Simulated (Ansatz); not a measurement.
C2H4, singlet in cc-pVTZ: errors against RCCSDT(Q)

Geometry: MP2(full)/6-31G*, from the G2/97 set.

```csv
atom,x (Å),y (Å),z (Å)
C,0.0000,0.0000,0.6675
C,0.0000,0.0000,-0.6675
H,0.0000,0.9228,1.2377
H,0.0000,-0.9228,1.2377
H,0.0000,0.9228,-1.2377
H,0.0000,-0.9228,-1.2377
```

Basis cc-pVTZ; Ansatz 0.2.0. Correlated methods freeze the noble-gas cores, which leaves 12 electrons in 114 orbitals. R marks a restricted (for open shells ROHF) determinant. Active spaces: valence = (12e, 12o) chosen from the atoms' valence shells.

Full CI isn't at hand for all of this; RCCSDT(Q) serves as the reference, and is uncertain by about the last step of the cluster series.

```
UHF ⟨S²⟩                          : 0.000
T1 diagnostic (RCCSD)             : 0.0107
largest doubles amplitude (RCCSD) : 0.119
```

```csv
level,E − E(RCCSDT(Q)) (meV),share of correlation (%),wall time
RHF,10242,0.00,–
RMP2,1108,89.18,–
RCCSD,441,95.70,–
RCCSD(T),32,99.69,23 s
BCCD(T),30,99.71,2.3 s (H100)
RCCSDT,20,99.80,–
CASSCF (valence space),6311,38.38,–
NEVPT2 (valence space),1292,87.38,6.5 s (H100)
MRCISD (valence space),459,95.51,–
MRCISD+Q (valence space),75,99.27,12 s (H100)
```

The correlation energy at RCCSDT(Q), counted from RHF, is -10.242 eV. That run took 7.5 s on 2 threads of AMD EPYC 7R13 with a shared H100 80 GB, shared host.

Times hold each run's SCF and search for its determinant on a shared host, so for small cases they say little of a method's own cost; rows without a card ran on 1 thread of AMD EPYC 7R13.

Natural occupations of CASSCF (valence space) about the gap: 1.980 1.979 1.977 1.976 1.929 0.072 0.023 0.022 0.021 0.019; effectively unpaired electrons, Σ n²(2−n)², 0.06.

Atomization energy (electronic, same basis, no zero-point term; atoms at the same level, unrestricted beside the R rows where the molecule is a closed shell, with restricted open-shell steps beyond CCSDT(Q)) at RCCSDT(Q): 2305.7 kJ/mol. Errors of other levels:

```json
{"level": "RHF", "error (kJ/mol)": "-517.3"}
{"level": "RMP2", "error (kJ/mol)": "12.7"}
{"level": "RCCSD", "error (kJ/mol)": "-29.2"}
{"level": "RCCSD(T)", "error (kJ/mol)": "-0.4"}
{"level": "BCCD(T)", "error (kJ/mol)": "0.1"}
{"level": "RCCSDT", "error (kJ/mol)": "-1.8"}
{"level": "CASSCF (valence space)", "error (kJ/mol)": "-212.6"}
{"level": "NEVPT2 (valence space)", "error (kJ/mol)": "-42.7"}
{"level": "MRCISD (valence space)", "error (kJ/mol)": "-33.8"}
{"level": "MRCISD+Q (valence space)", "error (kJ/mol)": "-10.5"}
```

This basis is far from its limit, so the value isn't to be set against a measured one. Truncated CI isn't size-consistent, which counts against it in atomization.
